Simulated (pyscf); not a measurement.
One four-centre exchange on the singlet surface with elements of a group swapped. ωB97M-D3(BJ)/def2-TZVP, kcal/mol, from the separated reactants. Single points on ωB97X-D3(BJ)/def2-SVP structures (PySCF, gas phase).

```
step                          barrier  reaction energy  imaginary mode (i cm⁻¹)
----------------------------  -------  ---------------  -----------------------
InH₃ + H₂S -> HS–InH₂ + H₂       10.3            -18.3                     1335
H₂Se + AlH₃ → H₂Al–SeH + H₂         ?                ?                     1055
H₂S + GaH₃ → HS–GaH₂ + H₂         8.7            -19.3                     1269
H₂S + AlH₃ → H₂Al–SH + H₂         0.8            -24.2                     1147
H₂Se + GaH₃ -> H₂Ga–SeH + H₂      6.9            -22.0                     1200
```

Task: Some entries are withheld; supply them.

Result: 
- H₂Se + AlH₃ → H₂Al–SeH + H₂, barrier: 0.3
- H₂Se + AlH₃ → H₂Al–SeH + H₂, reaction energy: -25.3

Row 1: On the reactant side the descent ends in an adduct with a In–S contact, 13.3 kcal/mol under the separated species and 19.0 kcal/mol under the saddle at ωB97X-D3(BJ)/def2-TZVP. Row 2: On the reactant side the descent ends in an adduct with a Al–Se contact, 17.4 kcal/mol under the separated species and 13.3 kcal/mol under the saddle at ωB97X-D3(BJ)/def2-TZVP. Row 3: On the reactant side the descent ends in an adduct with a Ga–S contact, 14.5 kcal/mol under the separated species and 19.6 kcal/mol under the saddle at ωB97X-D3(BJ)/def2-TZVP. Row 4: On the reactant side the descent ends in an adduct with a Al–S contact, 17.4 kcal/mol under the separated species and 14.9 kcal/mol under the saddle at ωB97X-D3(BJ)/def2-TZVP. Row 5: On the reactant side the descent ends in an adduct with a Ga–Se contact, 15.1 kcal/mol under the separated species and 17.2 kcal/mol under the saddle at ωB97X-D3(BJ)/def2-TZVP. Each row is the saddle that its search found. Elements up to Kr have no core potential and no relativistic terms here. Elements past Kr carry the def2 core potentials, without spin-orbit coupling.
